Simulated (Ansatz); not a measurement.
Results of PBEsol (Ansatz, a quantum-chemistry and plane-wave program, PAW) for bcc Mo.

A relaxed, unreconstructed slab of the (111) face has 18 atoms, two equal faces of 16.967 Å² each and an energy of -88147.3948 eV. A bulk cell of 3 atoms with the same orientation and in-plane k mesh has -14692.4125 eV. Energies are extrapolated to zero smearing.

Run with plane-wave cutoff 500 eV, 18×18×1 k mesh (along the axes of the cell as run), Fermi–Dirac smearing 0.1 eV, scalar-relativistic PAW data made under PBE.

Worked out: γ = (E_slab − N E_bulk per atom)/2A = [-88147.3948 − 18 × (-14692.4125/3)]/(2 × 16.967) = 0.2086 eV/Å². With 16.022 J/m² per eV/Å² this is 3.34 J/m², or 3.54 eV per surface cell and face.
